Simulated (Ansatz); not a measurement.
Relaxation of CH₃AlSi (6 atoms, charge 0, multiplicity 1), to a largest force component of 0.02 eV/Å in at most 50 steps.

Theory: RKS PBE/6-31G* (Ansatz 0.2.0).

```xyz
6
Properties=species:S:1:pos:R:3:forces:R:3
C -0.653 -0.575 -0.226 1.05 1.19 -0.29
Si 0.421 0.753 -0.925 -0.49 -1.04 1.48
Al 0.379 -0.051 1.320 -0.18 0.09 -0.75
H -1.415 -1.203 -0.688 -0.23 -0.29 0.11
H 0.451 1.198 -2.362 -0.06 0.05 -0.26
H 0.818 -0.122 2.880 -0.09 0.00 -0.29
```

Question: Where does it end, and by what steps?

Answer: The forces met the threshold. After 4 steps the energy has fallen by 0.099 eV; H4 moved furthest, 0.07 Å.

```json
{"step": "0", "energy less start (eV)": "0.0000", "largest force component (eV/Å)": "1.476", "accepted": "yes"}
{"step": "1", "energy less start (eV)": "-0.0790", "largest force component (eV/Å)": "0.582", "accepted": "yes"}
{"step": "2", "energy less start (eV)": "-0.0942", "largest force component (eV/Å)": "0.254", "accepted": "yes"}
{"step": "3", "energy less start (eV)": "-0.0979", "largest force component (eV/Å)": "0.044", "accepted": "yes"}
{"step": "4", "energy less start (eV)": "-0.0985", "largest force component (eV/Å)": "0.011", "accepted": "yes"}
```

```xyz
6
Properties=species:S:1:pos:R:3
C -0.635 -0.556 -0.252
Si 0.431 0.721 -0.892
Al 0.379 -0.035 1.277
H -1.422 -1.226 -0.620
H 0.460 1.219 -2.331
H 0.787 -0.123 2.818
```

The run took 15 s on 1 thread of Arm Neoverse N1 (shared host), peak memory 0.12 GiB.
